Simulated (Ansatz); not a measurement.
# BH₄+ (triplet): from Hartree-Fock to the top rungs at scale of all distances = 2.030, cc-pVDZ

How much of the correlation energy of BH₄+ (triplet) does each wave-function method recover here?

The runs use Ansatz 0.2.0, Gaussian basis; cc-pVDZ, core rule «outside noble gas», up to 1 orbitals frozen.

Plan: UHF; CCSD(T) on ROHF; CCSD(T) on UHF; BCCD(T) on ROHF; CISD; CCSDT(Q) on ROHF; CCSDT(Q) on UHF; CASSCF and MRCISD+Q, 4 electrons in 4 orbitals; CASSCF and NEVPT2, 4 electrons in 4 orbitals; CASSCF and MRCISD+Q, 6 electrons in 8 orbitals; CASSCF and NEVPT2, 6 electrons in 8 orbitals; Full CI.

20 further runs of the same task are left out: 2 for a known fault of the program, 1 for a mislabelled method, 13 that didn't finish, 4 set aside as unsound or not needed.

## Step 1: The geometry

The geometry derives from a PBE0/def2-TZVP stationary point (not a proven minimum). All distances are scaled together.

5 atoms, charge 1, spin multiplicity 3.

Atoms are counted from 1 here; the program's logs count them from 0.

No contacts short enough for the rule that draws bonds.

Geometry (Å):

```
B     0.0000    0.0000    0.0000
H     0.9591    0.9872    2.1463
H    -0.9862   -0.9559    2.1482
H    -0.9580    0.9569   -2.1605
H     0.9850   -0.9882   -2.1341
```

## Step 2: UHF

Contents of in.yaml:

```yaml
crystal:
  periodic: [false, false, false]
  atoms:
    - {symbol: B, position_ang: [0.000000, 0.000000, 0.000000]}
    - {symbol: H, position_ang: [0.959124, 0.987179, 2.146327]}
    - {symbol: H, position_ang: [-0.986155, -0.955894, 2.148238]}
    - {symbol: H, position_ang: [-0.957983, 0.956946, -2.160483]}
    - {symbol: H, position_ang: [0.985014, -0.988231, -2.134083]}
basis:
  gaussian: {orbitals: cc-pVDZ}
total_charge: 1
magnetization: {spin_polarized: true, initial_magnetization: 2}
hamiltonian: {xc: hf}
output: {orbitals: {seedname: orbitals}}
```

Run with:

```console
ansatz run in.yaml --threads 1 --pin off --events-out ev --progress --plain --max-ram 2393MiB
```

The runs that follow: CCSD(T) on ROHF; CCSD(T) on UHF; BCCD(T) on ROHF; CISD; CCSDT(Q) on ROHF; CCSDT(Q) on UHF; CASSCF and MRCISD+Q, 4 electrons in 4 orbitals; CASSCF and NEVPT2, 4 electrons in 4 orbitals; CASSCF and MRCISD+Q, 6 electrons in 8 orbitals; CASSCF and NEVPT2, 6 electrons in 8 orbitals; Full CI.

Before running them: what should the planned runs give, taken together? Wanted: FCI below the RHF energy; RMP2 from FCI; UMP2 from FCI; RCCSD from FCI; RCCSD(T) from FCI; UCCSD(T) from FCI; RCCSDT(Q) from FCI; UCCSDT(Q) from FCI; NEVPT2 pair from FCI.

The runs gave:

```
                         quantity                                                                                                             value
         FCI below the RHF energy                                                                                                        -5.4707 eV
                    RMP2 from FCI                                                                                                       +2446.5 meV
                    UMP2 from FCI                                                                                                        +845.5 meV
                   RCCSD from FCI                                                                                                        +119.6 meV
                RCCSD(T) from FCI                                                                                                         -34.4 meV
                UCCSD(T) from FCI                                                                                                         +28.6 meV
               RCCSDT(Q) from FCI                                                                                                          -3.1 meV
               UCCSDT(Q) from FCI                                                                                                          +5.3 meV
             NEVPT2 pair from FCI                                                                                                        +788.4 meV
           MRCISD+Q pair from FCI                                                                                                        -141.1 meV
          NEVPT2 valence from FCI                                                                                                         +65.5 meV
levels within 1 kcal/mol (43 meV)  RCCSD(T), UCCSD(T), BCCD(T), RCCSDT, UCCSDT, RCCSDT(Q), UCCSDT(Q), MRCISD pair, MRCISD valence, MRCISD+Q valence
                    T1 diagnostic                                                                                                             0.079
   effectively unpaired electrons                                                                                                              3.89
```

RCCSD(T) misses by -34.4 meV, 0.6 % of the correlation energy. CCSD(T) misses by -34.4 meV on the restricted determinant and by +28.6 meV on the unrestricted one; the two need not hold the same state or core. RCCSD(T), RCCSDT(Q), MRCISD+Q pair fall below full CI, which methods that aren't variational can do. With 3.9 effectively unpaired electrons against 2 the state is strongly multireference. Coupled cluster on one determinant still stays close here. Of the multireference levels listed MRCISD+Q valence comes nearest in total energy (+15.5 meV), which doesn't show that its space is the better one. These misses are within one basis, not against nature; the frozen cores of restricted and unrestricted runs differ, which can shift their rows.
